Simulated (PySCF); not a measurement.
This PySCF input (HF/aug-pcseg-2) gives -40.21280 Eh with 138 basis functions.

```python
import numpy as np, basis_set_exchange as bse
from pyscf import gto, scf, dft, df

basis = {'C': gto.basis.parse(bse.get_basis('aug-pcseg-2', elements=['C'], fmt='nwchem')), 'H': gto.basis.parse(bse.get_basis('aug-pcseg-2', elements=['H'], fmt='nwchem'))}
mol = gto.M(
    atom='''
    C    -0.00000000    0.00000000   -0.00000000
    H     0.62054657    0.62688914    0.63896175
    H    -0.64285838   -0.62489528    0.61852983
    H     0.63693263   -0.63278043   -0.61664082
    H    -0.61462083    0.63078657   -0.64085076
    ''',
    basis=basis,
    charge=0,
    verbose=4,
    max_memory=8640,
)
mf = scf.RHF(mol)
mf = mf.density_fit(auxbasis=df.autoaux(mol))
mf.conv_tol = 1e-9
mf.max_cycle = 100
print('smallest overlap eigenvalue', np.linalg.eigvalsh(mol.intor('int1e_ovlp'))[0])
mf.kernel()
dip = mf.dip_moment()
```

Change:
```diff
- basis = {'C': gto.basis.parse(bse.get_basis('aug-pcseg-2', elements=['C'], fmt='nwchem')), 'H': gto.basis.parse(bse.get_basis('aug-pcseg-2', elements=['H'], fmt='nwchem'))}
+ basis = {'C': gto.basis.parse(bse.get_basis('aug-cc-pVTZ', elements=['C'], fmt='nwchem')), 'H': gto.basis.parse(bse.get_basis('aug-cc-pVTZ', elements=['H'], fmt='nwchem'))}
```

Task: What does the run give now?

Result: -40.21357 Eh (HF/aug-cc-pVTZ, 138 functions), a change of -0.77 mEh.
